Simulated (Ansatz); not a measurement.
[Br···H···NH], triplet along the distance Br1-H2

Starting geometry:

```xyz
4

Br   -1.8444    0.2511    0.0000
H    -0.4238    0.2511    0.0000
N     0.9996    0.2511    0.0000
H     1.2687   -0.7532    0.0000
```

From there H2 is moved from one fragment to the other while all else, the fragments' distance too, stays fixed; atoms are numbered as listed. Energies are in kJ/mol, counted from the starting geometry at the same level.

Basis cc-pVTZ; Ansatz 0.2.0. Only valence electrons are correlated (noble-gas cores and the filled d shells of p-block atoms frozen). Prefix R: restricted or restricted open-shell reference; prefix U: unrestricted. Active spaces: valence = (14e, 10o) chosen from the atoms' valence shells. No spin–orbit coupling is included, and no scalar relativity.

Runs in a small pair space aren't shown, since their orbitals change along the scan.

Full CI isn't at hand for all of this; UCCSDT(Q) serves as the reference, and is uncertain by about the last step of the cluster series. The frozen core follows each run's orbitals, which can shift R against U totals by a few meV for light atoms and by up to 0.1 eV past Ca.

```
distance Br1-H2 (Å)  UCCSDT(Q)  error RHF  error RMP2  error RCCSD  error BCCD(T)  error RCCSDT(Q)  error NEVPT2 (valence space)
              1.421        0.0        0.0         0.0          0.0            0.0              0.0                           0.0
              1.475       -3.2        9.4         2.3          1.6            0.2              0.0                           0.5
              1.585       -6.4       34.2         7.7          4.9            0.7              0.1                           2.0
              1.694      -13.8       55.1        -7.4          4.9            0.7              0.1                           4.2
              1.804      -19.1       29.8        -0.8          1.6            0.5              0.1                           7.7
```

Errors are those of relative energies. In total energy the starting point itself misses UCCSDT(Q) by: RHF 1007.1, RMP2 129.6, RCCSD 37.2, BCCD(T) 4.2, RCCSDT(Q) 0.3, NEVPT2 (valence space) 176.3 kJ/mol.

Spread of the error over the points with a reference, to 1.804 Å (largest less smallest): RCCSDT(Q) 0.1, BCCD(T) 0.7, RCCSD 4.9, NEVPT2 (valence space) 7.7, RMP2 15.1, RHF 55.1 kJ/mol.
